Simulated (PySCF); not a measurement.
Compound: 2,3-dihydrofuran, C4H6O.
Atom-mapped SMILES: `[CH:1]1=[CH:2][O:3][CH2:4][CH2:5]1` (hydrogens: H6 on C1; H7 on C2; H8, H9 on C4; H10, H11 on C5)

The calculation used MP2 and CCSD/aug-cc-pVDZ in PySCF, restricted Hartree–Fock reference, 5 core orbitals frozen, non-relativistic, gas phase, PBE0-D3(BJ)/def2-SVP geometry.

E(HF) = -229.81908 Eh.

Task: How large is the problem?

Result: 169 basis functions and 38 electrons; 5 orbitals frozen, which leaves o = 14 correlated occupied and v = 150 virtual orbitals. That is o·v = 2100 singles and o·v(o·v + 1)/2 = 2206050 distinct closed-shell doubles amplitudes before symmetry; the costliest CCSD step grows as o²v⁴ = 9.9 × 10^10.

Task: What are the MP2 and CCSD correlation energies?

Result: MP2 -0.7526 Eh and CCSD -0.7945 Eh, which gives totals of -230.57170 and -230.61358 Eh. That is 0.772 eV for each correlated electron at CCSD (2086 kJ/mol in all, 0.345 % of the total energy); MP2 gives 94.7 % of the CCSD value.

Task: What is the T1 diagnostic?

Result: 0.0128, below the customary warning level of 0.02. It is the norm of the spatial-orbital singles amplitudes over the root of the number of correlated electrons, so the norm is 0.068.

Task: How does correlation change the dipole moment?

Result: HF gives 1.25 D and CCSD (unrelaxed density) 1.18 D, a change of -0.07 D.

No triples correction and no basis-set extrapolation were made.

The job also held the EOM ionisation roots. Time: 6.3 min of wall time; peak memory 3.0 GiB. Hardware: Intel Xeon Platinum 8259CL at 2.50 GHz, one thread, no GPU, shared host with 96 logical CPUs at a one-minute load of 44.
